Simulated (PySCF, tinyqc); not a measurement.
Worked calculation (part 1 of 2): RKS/BLYP in the sto-3g basis, for CH2, spin multiplicity 1. The lowest restricted solution is unstable here: a spin-polarised one lies 0.0237 hartree lower (PySCF). Computed by tinyqc, a small Python program that keeps every step (integrals from PySCF). Settings: charge = 0, multiplicity = 1, basis = sto-3g, energy threshold = 1e-09, iteration cap = 85, orthogonalisation = symmetric, start = core, DIIS depth = 4, method = RKS, functional = blyp, grid = [10, 14]. Command: `OMP_NUM_THREADS=1 python tinyqc.py 23175 23176 out.jsonl` (the two numbers bound the seeds that draw the settings). One thread of a shared host (Intel(R) Xeon(R) Processor @ 2.60GHz), about 0.7 s of CPU time with the checks. Later iterations appear only in the table of the cycle.

## One-electron integrals

Geometry (angstrom):
```
atom        x         y        z
C     0.00000   0.00000  0.00000
H     0.00000   0.93300  0.63100
H     0.00000  -0.93300  0.63100
```

Basis sto-3g: exponents (1/bohr^2) and contraction coefficients of normalised primitives:
```
element  l (shell)  exponent  coefficient
C            s (1)  71.61684      0.15433
C            s (1)  13.04510      0.53533
C            s (1)   3.53051      0.44463
C            s (2)   2.94125     -0.09997
C            s (2)   0.68348      0.39951
C            s (2)   0.22229      0.70012
C            p (3)   2.94125      0.15592
C            p (3)   0.68348      0.60768
C            p (3)   0.22229      0.39196
H            s (1)   3.42525      0.15433
H            s (1)   0.62391      0.53533
H            s (1)   0.16886      0.44463
```

Overlap, kinetic and nuclear-attraction integrals over the contracted functions; the nuclear repulsion is the sum of Za Zb / Rab.

nuclear repulsion = 5.9214125 hartree

overlap S:
```
          1C 1s    1C 2s   1C 2px    1C 2py   1C 2pz    2H 1s     3H 1s
1C 1s   1.00000  0.24836  0.00000   0.00000  0.00000  0.05721   0.05721
1C 2s   0.24836  1.00000  0.00000   0.00000  0.00000  0.47004   0.47004
1C 2px  0.00000  0.00000  1.00000   0.00000  0.00000  0.00000   0.00000
1C 2py  0.00000  0.00000  0.00000   1.00000  0.00000  0.37650  -0.37650
1C 2pz  0.00000  0.00000  0.00000   0.00000  1.00000  0.25463   0.25463
2H 1s   0.05721  0.47004  0.00000   0.37650  0.25463  1.00000   0.14795
3H 1s   0.05721  0.47004  0.00000  -0.37650  0.25463  0.14795   1.00000
```

kinetic energy T (hartree):
```
           1C 1s     1C 2s   1C 2px    1C 2py   1C 2pz     2H 1s     3H 1s
1C 1s   15.89112  -0.08589  0.00000   0.00000  0.00000  -0.01154  -0.01154
1C 2s   -0.08589   0.47225  0.00000   0.00000  0.00000   0.09539   0.09539
1C 2px   0.00000   0.00000  1.47773   0.00000  0.00000   0.00000   0.00000
1C 2py   0.00000   0.00000  0.00000   1.47773  0.00000   0.19822  -0.19822
1C 2pz   0.00000   0.00000  0.00000   0.00000  1.47773   0.13406   0.13406
2H 1s   -0.01154   0.09539  0.00000   0.19822  0.13406   0.76003  -0.00786
3H 1s   -0.01154   0.09539  0.00000  -0.19822  0.13406  -0.00786   0.76003
```

nuclear attraction V (hartree):
```
            1C 1s     1C 2s    1C 2px    1C 2py    1C 2pz     2H 1s     3H 1s
1C 1s   -34.59238  -4.42560   0.00000   0.00000  -0.01777  -1.03807  -1.03807
1C 2s    -4.42560  -6.10698   0.00000   0.00000  -0.18472  -2.43787  -2.43787
1C 2px    0.00000   0.00000  -5.98553   0.00000   0.00000   0.00000   0.00000
1C 2py    0.00000   0.00000   0.00000  -6.14942   0.00000  -1.80347   1.80347
1C 2pz   -0.01777  -0.18472   0.00000   0.00000  -6.06049  -1.26528  -1.26528
2H 1s    -1.03807  -2.43787   0.00000  -1.80347  -1.26528  -4.27624  -0.69413
3H 1s    -1.03807  -2.43787   0.00000   1.80347  -1.26528  -0.69413  -4.27624
```

core Hamiltonian H = T + V (hartree):
```
            1C 1s     1C 2s    1C 2px    1C 2py    1C 2pz     2H 1s     3H 1s
1C 1s   -18.70126  -4.51149   0.00000   0.00000  -0.01777  -1.04961  -1.04961
1C 2s    -4.51149  -5.63473   0.00000   0.00000  -0.18472  -2.34248  -2.34248
1C 2px    0.00000   0.00000  -4.50780   0.00000   0.00000   0.00000   0.00000
1C 2py    0.00000   0.00000   0.00000  -4.67170   0.00000  -1.60525   1.60525
1C 2pz   -0.01777  -0.18472   0.00000   0.00000  -4.58277  -1.13122  -1.13122
2H 1s    -1.04961  -2.34248   0.00000  -1.60525  -1.13122  -3.51621  -0.70198
3H 1s    -1.04961  -2.34248   0.00000   1.60525  -1.13122  -0.70198  -3.51621
```

## Two-electron integrals

Functions are numbered as in S; the eight-fold symmetry (ij|kl) = (ji|kl) = (kl|ij) leaves the list below.

Two-electron integrals (ij|kl) in chemists' order, unique and non-zero (hartree):
```
(11|11) 3.54195    (21|11) 0.57692    (21|21) 0.11189    (22|11) 0.85468
(22|21) 0.20528    (22|22) 0.62471    (31|31) 0.02030    (32|31) 0.03086
(32|32) 0.13800    (33|11) 0.85244    (33|21) 0.20534    (33|22) 0.62457
(33|33) 0.67283    (41|41) 0.02030    (42|41) 0.03086    (42|42) 0.13800
(43|43) 0.03627    (44|11) 0.85244    (44|21) 0.20534    (44|22) 0.62457
(44|33) 0.60030    (44|44) 0.67283    (51|51) 0.02030    (52|51) 0.03086
(52|52) 0.13800    (53|53) 0.03627    (54|54) 0.03627    (55|11) 0.85244
(55|21) 0.20534    (55|22) 0.62457    (55|33) 0.60030    (55|44) 0.60030
(55|55) 0.67283    (61|11) 0.13384    (61|21) 0.02579    (61|22) 0.04722
(61|33) 0.04706    (61|41) 0.00131    (61|42) 0.00244    (61|44) 0.04740
(61|51) 0.00089    (61|52) 0.00165    (61|54) 0.00023    (61|55) 0.04722
(61|61) 0.00608    (62|11) 0.31419    (62|21) 0.07644    (62|22) 0.25512
(62|33) 0.24907    (62|41) 0.00603    (62|42) 0.04116    (62|44) 0.26137
(62|51) 0.00408    (62|52) 0.02783    (62|54) 0.00832    (62|55) 0.25470
(62|61) 0.01838    (62|62) 0.13540    (63|31) 0.00786    (63|32) 0.04117
(63|43) 0.00810    (63|53) 0.00548    (63|63) 0.01687    (64|11) 0.21954
(64|21) 0.05411    (64|22) 0.19151    (64|33) 0.18183    (64|41) 0.01159
(64|42) 0.06992    (64|44) 0.20669    (64|51) 0.00252    (64|52) 0.01944
(64|54) 0.01134    (64|55) 0.18579    (64|61) 0.01363    (64|62) 0.12078
(64|64) 0.12266    (65|11) 0.14848    (65|21) 0.03660    (65|22) 0.12952
(65|33) 0.12297    (65|41) 0.00252    (65|42) 0.01944    (65|44) 0.12883
(65|51) 0.00956    (65|52) 0.05432    (65|54) 0.01206    (65|55) 0.13661
(65|61) 0.00922    (65|62) 0.08169    (65|64) 0.07155    (65|65) 0.06526
(66|11) 0.46043    (66|21) 0.11394    (66|22) 0.43158    (66|33) 0.40858
(66|41) 0.01150    (66|42) 0.10464    (66|44) 0.45558    (66|51) 0.00778
(66|52) 0.07077    (66|54) 0.03178    (66|55) 0.43008    (66|61) 0.02782
(66|62) 0.28713    (66|64) 0.28318    (66|65) 0.19152    (66|66) 0.77461
(71|11) 0.13384    (71|21) 0.02579    (71|22) 0.04722    (71|33) 0.04706
(71|41) -0.00131   (71|42) -0.00244   (71|44) 0.04740    (71|51) 0.00089
(71|52) 0.00165    (71|54) -0.00023   (71|55) 0.04722    (71|61) 0.00590
(71|62) 0.01731    (71|64) 0.01165    (71|65) 0.00869    (71|66) 0.02568
(71|71) 0.00608    (72|11) 0.31419    (72|21) 0.07644    (72|22) 0.25512
(72|33) 0.24907    (72|41) -0.00603   (72|42) -0.04116   (72|44) 0.26137
(72|51) 0.00408    (72|52) 0.02783    (72|54) -0.00832   (72|55) 0.25470
(72|61) 0.01731    (72|62) 0.09905    (72|64) 0.06310    (72|65) 0.05816
(72|66) 0.16568    (72|71) 0.01838    (72|72) 0.13540    (73|31) 0.00786
(73|32) 0.04117    (73|43) -0.00810   (73|53) 0.00548    (73|63) 0.01161
(73|73) 0.01687    (74|11) -0.21954   (74|21) -0.05411   (74|22) -0.19151
(74|33) -0.18183   (74|41) 0.01159    (74|42) 0.06992    (74|44) -0.20669
(74|51) -0.00252   (74|52) -0.01944   (74|54) 0.01134    (74|55) -0.18579
(74|61) -0.01165   (74|62) -0.06310   (74|64) -0.02968   (74|65) -0.03630
(74|66) -0.09675   (74|71) -0.01363   (74|72) -0.12078   (74|74) 0.12266
(75|11) 0.14848    (75|21) 0.03660    (75|22) 0.12952    (75|33) 0.12297
(75|41) -0.00252   (75|42) -0.01944   (75|44) 0.12883    (75|51) 0.00956
(75|52) 0.05432    (75|54) -0.01206   (75|55) 0.13661    (75|61) 0.00869
(75|62) 0.05816    (75|64) 0.03630    (75|65) 0.04506    (75|66) 0.10351
(75|71) 0.00922    (75|72) 0.08169    (75|74) -0.07155   (75|75) 0.06526
(76|11) 0.08688    (76|21) 0.02123    (76|22) 0.07383    (76|33) 0.07174
(76|44) 0.07386    (76|51) 0.00185    (76|52) 0.01361    (76|55) 0.07582
(76|61) 0.00500    (76|62) 0.03577    (76|64) 0.02760    (76|65) 0.02369
(76|66) 0.07179    (76|71) 0.00500    (76|72) 0.03577    (76|74) -0.02760
(76|75) 0.02369    (76|76) 0.01155    (77|11) 0.46043    (77|21) 0.11394
(77|22) 0.43158    (77|33) 0.40858    (77|41) -0.01150   (77|42) -0.10464
(77|44) 0.45558    (77|51) 0.00778    (77|52) 0.07077    (77|54) -0.03178
(77|55) 0.43008    (77|61) 0.02568    (77|62) 0.16568    (77|64) 0.09675
(77|65) 0.10351    (77|66) 0.28202    (77|71) 0.02782    (77|72) 0.28713
(77|74) -0.28318   (77|75) 0.19152    (77|76) 0.07179    (77|77) 0.77461
```

## Orthogonalisation

S = U s U^T; symmetric (Loewdin) form X = U s^(-1/2) U^T, so that X^T S X = 1.

eigenvalues of S: 0.29676  0.38846  0.86937  1.00000  1.09858  1.46359  1.88325

X:
```
           1C 1s     1C 2s   1C 2px    1C 2py    1C 2pz     2H 1s     3H 1s
1C 1s    1.02703  -0.15358  0.00000   0.00000  -0.01285   0.02603   0.02603
1C 2s   -0.15358   1.27829  0.00000   0.00000   0.13455  -0.33149  -0.33149
1C 2px   0.00000   0.00000  1.00000   0.00000   0.00000   0.00000   0.00000
1C 2py   0.00000   0.00000  0.00000   1.16200   0.00000  -0.27240   0.27240
1C 2pz  -0.01285   0.13455  0.00000   0.00000   1.07127  -0.17618  -0.17618
2H 1s    0.02603  -0.33149  0.00000  -0.27240  -0.17618   1.24172  -0.02733
3H 1s    0.02603  -0.33149  0.00000   0.27240  -0.17618  -0.02733   1.24172
```

## Starting guess

The start is the orbitals of the core Hamiltonian; D = 2 C_occ C_occ^T.

D at the start:
```
           1C 1s     1C 2s   1C 2px    1C 2py    1C 2pz     2H 1s     3H 1s
1C 1s    2.12240  -0.52894  0.00000   0.00000  -0.26682   0.09411   0.09411
1C 2s   -0.52894   2.26528  0.00000   0.00000   1.19875  -0.38490  -0.38490
1C 2px   0.00000   0.00000  2.00000   0.00000   0.00000   0.00000   0.00000
1C 2py   0.00000   0.00000  0.00000   2.43893   0.00000  -0.34746   0.34746
1C 2pz  -0.26682   1.19875  0.00000   0.00000   0.63445  -0.20365  -0.20365
2H 1s    0.09411  -0.38490  0.00000  -0.34746  -0.20365   0.11491   0.01591
3H 1s    0.09411  -0.38490  0.00000   0.34746  -0.20365   0.01591   0.11491
```

## Iteration 1: exchange-correlation on the grid

Becke grid with 10 radial and 14 angular points per atom, points of zero weight dropped. rho = sum D_ij phi_i phi_j; V_xc,ij = sum w v_xc phi_i phi_j plus the gradient terms; v_xc is d(rho eps)/d rho at fixed gradient.

The 8 grid points with the largest w rho, of 418 (bohr, atomic units):
```
x                y        z        w      rho  |grad rho|^2    eps_xc      v_xc
1.45529    0.00000  0.00000  1.38729  0.18405       0.13920  -0.48459  -0.58117
-1.45529   0.00000  0.00000  1.38729  0.18405       0.13920  -0.48459  -0.58117
0.00000    0.00000  1.45529  1.27070  0.15487       0.11930  -0.46554  -0.54684
-0.84021  -0.84021  0.84021  1.05272  0.18112       0.17245  -0.48832  -0.57506
-0.84021   0.84021  0.84021  1.05272  0.18112       0.17245  -0.48832  -0.57506
0.84021    0.84021  0.84021  1.05272  0.18112       0.17245  -0.48832  -0.57506
0.84021   -0.84021  0.84021  1.05272  0.18112       0.17245  -0.48832  -0.57506
-0.46802  -0.46802  0.46802  0.31798  0.55040       0.41218  -0.65695  -0.84760
```

electrons on the grid, sum of w rho = 7.87547

E_xc = sum of w rho eps_xc = -6.6179069 hartree

V_xc (hartree):
```
           1C 1s     1C 2s    1C 2px    1C 2py    1C 2pz     2H 1s     3H 1s
1C 1s   -2.30253  -0.34241   0.00000   0.00000  -0.00810  -0.08050  -0.08050
1C 2s   -0.34241  -0.59002   0.00000   0.00000  -0.05878  -0.22987  -0.22987
1C 2px   0.00000   0.00000  -0.60496   0.00000   0.00000   0.00000   0.00000
1C 2py   0.00000   0.00000   0.00000  -0.61577   0.00000  -0.16817   0.16817
1C 2pz  -0.00810  -0.05878   0.00000   0.00000  -0.54289  -0.12314  -0.12314
2H 1s   -0.08050  -0.22987   0.00000  -0.16817  -0.12314  -0.34195  -0.06341
3H 1s   -0.08050  -0.22987   0.00000   0.16817  -0.12314  -0.06341  -0.34195
```

## Iteration 1: building the Kohn-Sham matrix

J_ij = sum D_kl (ij|kl); F = H + J + V_xc; E = tr D H + tr D J / 2 + E_xc + E_nn.

Coulomb J (hartree):
```
           1C 1s    1C 2s   1C 2px    1C 2py   1C 2pz    2H 1s     3H 1s
1C 1s   12.41711  2.42673  0.00000   0.00000  0.04775  0.56312   0.56312
1C 2s    2.42673  5.53548  0.00000   0.00000  0.21758  2.22031   2.22031
1C 2px   0.00000  0.00000  5.57495   0.00000  0.00000  0.00000   0.00000
1C 2py   0.00000  0.00000  0.00000   5.55953  0.00000  1.63137  -1.63137
1C 2pz   0.04775  0.21758  0.00000   0.00000  5.45575  1.15225   1.15225
2H 1s    0.56312  2.22031  0.00000   1.63137  1.15225  3.60202   0.63857
3H 1s    0.56312  2.22031  0.00000  -1.63137  1.15225  0.63857   3.60202
```

Kohn-Sham matrix F (hartree):
```
           1C 1s     1C 2s   1C 2px    1C 2py    1C 2pz     2H 1s     3H 1s
1C 1s   -8.58668  -2.42717  0.00000   0.00000   0.02189  -0.56699  -0.56699
1C 2s   -2.42717  -0.68927  0.00000   0.00000  -0.02592  -0.35204  -0.35204
1C 2px   0.00000   0.00000  0.46219   0.00000   0.00000   0.00000   0.00000
1C 2py   0.00000   0.00000  0.00000   0.27206   0.00000  -0.14205   0.14205
1C 2pz   0.02189  -0.02592  0.00000   0.00000   0.33009  -0.10210  -0.10210
2H 1s   -0.56699  -0.35204  0.00000  -0.14205  -0.10210  -0.25615  -0.12682
3H 1s   -0.56699  -0.35204  0.00000   0.14205  -0.10210  -0.12682  -0.25615
```

total energy of this density = -36.8822699 hartree

## Iteration 1: diagonalisation and new density

Diagonalise F' = X^T F X, C = X C', fill 4 alpha and 4 beta electrons from the bottom; D = 2 C_occ C_occ^T. Each column has its largest component positive (the first on a tie).

F' = X^T F X (hartree):
```
          1         2        3         4         5         6         7
1  -8.36364  -1.41417  0.00000   0.00000  -0.00739  -0.07844  -0.07844
2  -1.41417   0.03564  0.00000   0.00000   0.14958  -0.26086  -0.26086
3   0.00000   0.00000  0.46219   0.00000   0.00000   0.00000   0.00000
4   0.00000   0.00000  0.00000   0.52802   0.00000  -0.27197   0.27197
5  -0.00739   0.14958  0.00000   0.00000   0.44679  -0.17887  -0.17887
6  -0.07844  -0.26086  0.00000  -0.27197  -0.17887  -0.00950  -0.03802
7  -0.07844  -0.26086  0.00000   0.27197  -0.17887  -0.03802  -0.00950
```

orbital energies (hartree): MO1 -8.59872, MO2 -0.29452, MO3 -0.18033, MO4 0.22413, MO5 0.46219, MO6 0.73686, MO7 0.74037

coefficients C:
```
             MO1       MO2       MO3       MO4      MO5       MO6       MO7
1C 1s    0.98898  -0.13893   0.00000  -0.21224  0.00000   0.00000  -0.19357
1C 2s    0.04669   0.23570   0.00000   0.88222  0.00000   0.00000   1.02929
1C 2px   0.00000   0.00000   0.00000   0.00000  1.00000   0.00000   0.00000
1C 2py   0.00000   0.00000   0.21594   0.00000  0.00000   1.20500   0.00000
1C 2pz   0.00284   0.06188   0.00000  -0.60470  0.00000   0.00000   0.92653
2H 1s   -0.01096   0.54403   0.65861  -0.28770  0.00000  -0.66759  -0.70719
3H 1s   -0.01096   0.54403  -0.65861  -0.28770  0.00000   0.66759  -0.70719
```

D after iteration 1:
```
           1C 1s     1C 2s   1C 2px    1C 2py    1C 2pz     2H 1s     3H 1s
1C 1s    2.08484  -0.34763  0.00000   0.00000   0.24510  -0.05072  -0.05072
1C 2s   -0.34763   1.67210  0.00000   0.00000  -1.03752  -0.25221  -0.25221
1C 2px   0.00000   0.00000  0.00000   0.00000   0.00000   0.00000   0.00000
1C 2py   0.00000   0.00000  0.00000   0.09326   0.00000   0.28444  -0.28444
1C 2pz   0.24510  -1.03752  0.00000   0.00000   0.73899   0.41521   0.41521
2H 1s   -0.05072  -0.25221  0.00000   0.28444   0.41521   1.62526  -0.10983
3H 1s   -0.05072  -0.25221  0.00000  -0.28444   0.41521  -0.10983   1.62526
```

## Iteration 2: exchange-correlation on the grid

As before.

The 8 grid points with the largest w rho, of 418 (bohr, atomic units):
```
x                y         z        w      rho  |grad rho|^2    eps_xc      v_xc
0.00000    0.00000  -1.45529  1.38858  0.16377       0.11124  -0.46865  -0.55911
0.84021    0.84021  -0.84021  1.55687  0.09973       0.04700  -0.40969  -0.47400
0.84021   -0.84021  -0.84021  1.55687  0.09973       0.04700  -0.40969  -0.47400
-0.84021   0.84021  -0.84021  1.55687  0.09973       0.04700  -0.40969  -0.47400
-0.84021  -0.84021  -0.84021  1.55687  0.09973       0.04700  -0.40969  -0.47400
0.00000    0.00000  -0.81063  0.28543  0.43575       0.15594  -0.60775  -0.78890
0.00000    0.00000  -2.40438  5.48959  0.01623       0.00177  -0.25830  -0.27616
0.00000    1.45529   0.00000  0.85597  0.10134       0.01278  -0.38938  -0.48854
```

electrons on the grid, sum of w rho = 8.03623

E_xc = sum of w rho eps_xc = -6.0652780 hartree

V_xc (hartree):
```
           1C 1s     1C 2s    1C 2px    1C 2py    1C 2pz     2H 1s     3H 1s
1C 1s   -2.26761  -0.31669   0.00000   0.00000   0.00847  -0.07347  -0.07347
1C 2s   -0.31669  -0.49620   0.00000   0.00000   0.04178  -0.22579  -0.22579
1C 2px   0.00000   0.00000  -0.43158   0.00000   0.00000   0.00000   0.00000
1C 2py   0.00000   0.00000   0.00000  -0.52214   0.00000  -0.19163   0.19163
1C 2pz   0.00847   0.04178   0.00000   0.00000  -0.53011  -0.12270  -0.12270
2H 1s   -0.07347  -0.22579   0.00000  -0.19163  -0.12270  -0.52710  -0.06541
3H 1s   -0.07347  -0.22579   0.00000   0.19163  -0.12270  -0.06541  -0.52710
```

## Iteration 2: building the Kohn-Sham matrix

As before.

Coulomb J (hartree):
```
           1C 1s    1C 2s   1C 2px    1C 2py    1C 2pz    2H 1s     3H 1s
1C 1s   10.75165  2.04484  0.00000   0.00000  -0.01474  0.47227   0.47227
1C 2s    2.04484  4.75621  0.00000   0.00000   0.03976  2.01225   2.01225
1C 2px   0.00000  0.00000  4.64102   0.00000   0.00000  0.00000   0.00000
1C 2py   0.00000  0.00000  0.00000   4.82562   0.00000  1.55009  -1.55009
1C 2pz  -0.01474  0.03976  0.00000   0.00000   4.78505  1.06050   1.06050
2H 1s    0.47227  2.01225  0.00000   1.55009   1.06050  3.74844   0.58985
3H 1s    0.47227  2.01225  0.00000  -1.55009   1.06050  0.58985   3.74844
```

Kohn-Sham matrix F (hartree):
```
            1C 1s     1C 2s    1C 2px    1C 2py    1C 2pz     2H 1s     3H 1s
1C 1s   -10.21722  -2.78334   0.00000   0.00000  -0.02404  -0.65081  -0.65081
1C 2s    -2.78334  -1.37473   0.00000   0.00000  -0.10319  -0.55601  -0.55601
1C 2px    0.00000   0.00000  -0.29837   0.00000   0.00000   0.00000   0.00000
1C 2py    0.00000   0.00000   0.00000  -0.36822   0.00000  -0.24679   0.24679
1C 2pz   -0.02404  -0.10319   0.00000   0.00000  -0.32783  -0.19342  -0.19342
2H 1s    -0.65081  -0.55601   0.00000  -0.24679  -0.19342  -0.29487  -0.17754
3H 1s    -0.65081  -0.55601   0.00000   0.24679  -0.19342  -0.17754  -0.29487
```

total energy of this density = -38.1218142 hartree

## Iteration 2: DIIS over 2 matrices

error matrix X^T (FDS - SDF) X:
```
          1         2        3         4         5         6         7
1   0.00000  -0.01890  0.00000   0.00000  -0.02592   0.06078   0.06078
2   0.01890   0.00000  0.00000   0.00000   0.01662  -0.33870  -0.33870
3   0.00000   0.00000  0.00000   0.00000   0.00000   0.00000   0.00000
4   0.00000   0.00000  0.00000   0.00000   0.00000  -0.44294   0.44294
5   0.02592  -0.01662  0.00000   0.00000   0.00000  -0.41095  -0.41095
6  -0.06078   0.33870  0.00000   0.44294   0.41095   0.00000   0.00000
7  -0.06078   0.33870  0.00000  -0.44294   0.41095   0.00000   0.00000
```

B (overlaps of the stored error matrices):
```
                1               2
1   3.9960782e+00  -2.5055682e+00
2  -2.5055682e+00   1.9365627e+00
```

Minimise |sum c_i e_i|^2 with sum c_i = 1: solve [B -1; -1 0][c; lambda] = [0; -1] with B_ij = tr e_i^T e_j, and take F = sum c_i F_i.

DIIS coefficients: 0.40590  0.59410

extrapolated F (hartree):
```
           1C 1s     1C 2s   1C 2px    1C 2py    1C 2pz     2H 1s     3H 1s
1C 1s   -9.55537  -2.63877  0.00000   0.00000  -0.00540  -0.61679  -0.61679
1C 2s   -2.63877  -1.09650  0.00000   0.00000  -0.07182  -0.47322  -0.47322
1C 2px   0.00000   0.00000  0.01035   0.00000   0.00000   0.00000   0.00000
1C 2py   0.00000   0.00000  0.00000  -0.10833   0.00000  -0.20428   0.20428
1C 2pz  -0.00540  -0.07182  0.00000   0.00000  -0.06078  -0.15635  -0.15635
2H 1s   -0.61679  -0.47322  0.00000  -0.20428  -0.15635  -0.27915  -0.15695
3H 1s   -0.61679  -0.47322  0.00000   0.20428  -0.15635  -0.15695  -0.27915
```
